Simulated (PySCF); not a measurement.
## Partial charges of `CC(C)=P`

Compound: C3H7P.
Z-matrix (Å and degrees, GFN2-xTB geometry), rows numbered from 1:
```
C 
C   1  1.4962
C   2  1.4936  1  115.03
P   2  1.6814  1  119.46  3   179.99
H   1  1.0913  2  110.37  3   -59.21
H   1  1.0912  2  110.34  3    59.37
H   1  1.0881  2  111.21  3  -179.92
H   3  1.0880  2  112.07  1   179.83
H   3  1.0914  2  110.05  1    58.80
H   3  1.0913  2  110.01  1   -59.22
H   4  1.4029  2   96.77  1   180.00
```

Density: PBE0/pcSseg-1 (PySCF); schemes: Mulliken, IAO, Hirshfeld and ESP-fitted. Isolated species at its GFN2-xTB geometry, gas phase.

Question: Atoms with like bonding are taken together and averaged. For which atoms does the sign change between the 4 schemes (beyond +0.03 e in one, beyond −0.03 e in another)?

Answer: C2, P4 and H11.

Question: At which atom do the 4 schemes differ most?

Answer: At C2: from -0.570 (Mulliken) to +0.287 e (ESP-fitted), 0.857 e apart.

Question: Do the Mulliken, IAO, Hirshfeld and ESP-fitted schemes agree on where the charge is highest?

Answer: The schemes don't all agree: Mulliken P4 (+0.177); IAO H5/H6/H7 and H8/H9/H10 (+0.152); Hirshfeld H5/H6/H7 and H8/H9/H10 (+0.047); ESP-fitted C2 (+0.287).

Question: Give the atomic charges in each scheme.

Answer: In e; atoms taken as equivalent share a row and are averaged (×n: the atom named and its like, n in all):

```csv
atom,environment,Mulliken,IAO,Hirshfeld,ESP-fitted
C1,methyl carbon,-0.188,-0.419,-0.120,-0.579
C2,carbon bonded to 2 C and P,-0.570,-0.166,-0.018,+0.287
C3,methyl carbon,-0.172,-0.422,-0.118,-0.486
P4,phosphorus bonded to C and H,+0.177,+0.130,+0.003,-0.287
H5/H6/H7,methyl hydrogen,+0.127,+0.152,+0.047,+0.173
H8/H9/H10,methyl hydrogen,+0.127,+0.152,+0.047,+0.141
H11,P–H hydrogen,-0.009,-0.035,-0.028,+0.124
```

Mean size of the charges over all atoms: ESP-fitted 0.246 e, IAO 0.189 e, Mulliken 0.171 e, Hirshfeld 0.052 e. Each set sums to the total charge, 0, to within 0.001 e. The IAO scheme projects the occupied orbitals on a minimal set of polarised atomic orbitals and counts the electrons in each atom's part of it. The ESP scheme fits charges at the nuclei, held to the total charge, to the electrostatic potential on points at 1.4 to 2.0 times the van der Waals radii.

Some averages cover members that differ in this geometry: H8/H9/H10, ESP-fitted +0.109 to +0.158 e.

Question: Sum the charges by element, for elements with more than one atom.

Answer: 
```
element  atoms  Mulliken     IAO  Hirshfeld  ESP-fitted
      C      3    -0.930  -1.007     -0.256      -0.778
      H      7    +0.754  +0.877     +0.253      +1.065
```

Question: How closely do the schemes follow one another over all atoms?

Answer: Correlation coefficient and root-mean-square difference: IAO with Hirshfeld 0.97, 0.161 e; Hirshfeld with ESP-fitted 0.82, 0.238 e; Mulliken with IAO 0.73, 0.161 e; IAO with ESP-fitted 0.72, 0.199 e; Mulliken with Hirshfeld 0.60, 0.186 e; Mulliken with ESP-fitted 0.14, 0.334 e.

Question: How many electrons does the ESP-fitted scheme count on C2?

Answer: Z − q = 6 − (+0.287) = 5.713.
